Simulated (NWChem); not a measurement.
AlF3 anion, doublet; SMILES of the neutral closed-shell parent [F][Al]([F])[F]

```xyz
4

Al     0.0000     0.0000    -0.4193
F     -1.1503    -1.1503     0.1840
F     -0.4210     1.5713     0.1840
F      1.5713    -0.4210     0.1840
```
Atoms are numbered in this order, from 1.

Computed with NWChem. Pople sets run with spherical d functions. Spin-unrestricted. Sets without diffuse functions describe the anion's extra electron poorly. Structure relaxed at the B3LYP/def2-SVPD, spin-unrestricted level. This spin state was assumed; another may lie lower. No stability test was run on the SCF state. The highest occupied level is positive in some or all of these runs, so the extra electron may be held by the finite basis. Atomic charges in e: unrestrained fits to the electrostatic potential beside Mulliken populations; the two definitions need not agree.

For level B3LYP/def2-SVP:

| Quantity | Value |
|---|---|
| ESP Al1 | -0.05 |
| Mulliken Al1 | 0.48 |
| Mulliken F2 | -0.49 |
| Mulliken F3 | -0.49 |
| Mulliken F4 | -0.49 |

Task: Estimate the same quantities for level UHF/6-31G*.

Result: 
* **ESP Al1**: 0.08
* **Mulliken Al1**: 0.97
* **Mulliken F2**: -0.66
* **Mulliken F3**: -0.66
* **Mulliken F4**: -0.66
